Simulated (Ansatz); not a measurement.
# MgSi (singlet): wave-function methods side by side at distance Si1–Mg2 = 5.510 Å, cc-pVDZ

Aim: climb from Hartree-Fock through coupled cluster and multireference methods for MgSi (singlet) at one geometry and basis, and see what each rung misses.

Method: cc-pVDZ, core rule «outside noble gas», up to 10 orbitals frozen; program: Ansatz 0.2.0, Gaussian basis.

The runs, in order: UHF; CCSD(T) on RHF; CCSD(T) on UHF; BCCD(T) on RHF; CISD; CCSDT(Q) on RHF; CCSDT(Q) on UHF; CCSDTQ on RHF; CASSCF and MRCISD+Q, 2 electrons in 2 orbitals; CASSCF and NEVPT2, 2 electrons in 2 orbitals; CASSCF and MRCISD+Q, 6 electrons in 8 orbitals; CASSCF and NEVPT4(SD), 6 electrons in 8 orbitals; CASSCF and NEVPT2, 6 electrons in 8 orbitals; Full CI.

40 further runs of the same task are left out: 24 for a known fault of the program, 11 that didn't finish, 5 set aside as unsound or not needed.

### Step 1. The system

The geometry derives from a PBE0/def2-TZVP stationary point (not a proven minimum). One bond is set to the value named and the two fragments are kept rigid.

2 atoms, charge 0, spin multiplicity 1.

Atoms are counted from 1 here; the program's logs count them from 0.

No contacts short enough for the rule that draws bonds.

### Step 2. UHF

in.yaml reads:

```yaml
crystal:
  periodic: [false, false, false]
  atoms:
    - {symbol: Si, position_ang: [0.000000, 0.000000, 0.000000]}
    - {symbol: Mg, position_ang: [0.000000, 0.000000, 5.510000]}
basis:
  gaussian: {orbitals: cc-pVDZ}
magnetization: {spin_polarized: true, initial_magnetization: 0}
hamiltonian: {xc: hf}
output: {orbitals: {seedname: orbitals}}
```

Run with:

```sh
$ ansatz run in.yaml --threads 1 --pin off --events-out ev --progress --plain --max-ram 2393MiB
```

The runs that follow: CCSD(T) on RHF; CCSD(T) on UHF; BCCD(T) on RHF; CISD; CCSDT(Q) on RHF; CCSDT(Q) on UHF; CCSDTQ on RHF; CASSCF and MRCISD+Q, 2 electrons in 2 orbitals; CASSCF and NEVPT2, 2 electrons in 2 orbitals; CASSCF and MRCISD+Q, 6 electrons in 8 orbitals; CASSCF and NEVPT4(SD), 6 electrons in 8 orbitals; CASSCF and NEVPT2, 6 electrons in 8 orbitals; Full CI.

Before running them: what should the planned runs give, taken together? Wanted: FCI below the RHF energy; RMP2 from FCI; RCCSD from FCI; RCCSD(T) from FCI; RCCSDT(Q) from FCI; T1 diagnostic; effectively unpaired electrons.

As calculated:

```
                         quantity               value
         FCI below the RHF energy          -3.3858 eV
                    RMP2 from FCI         +1302.3 meV
                   RCCSD from FCI          +157.4 meV
                RCCSD(T) from FCI           +78.4 meV
               RCCSDT(Q) from FCI           +27.9 meV
levels within 1 kcal/mol (43 meV)  RCCSDT(Q), RCCSDTQ
                    T1 diagnostic               0.013
   effectively unpaired electrons                1.60
```

What this shows: RCCSD(T) misses by +78.4 meV, 2.3 % of the correlation energy. With 1.6 effectively unpaired electrons against 0 the state is strongly multireference. Coupled cluster on one determinant still stays close here. These misses are within one basis, not against nature.
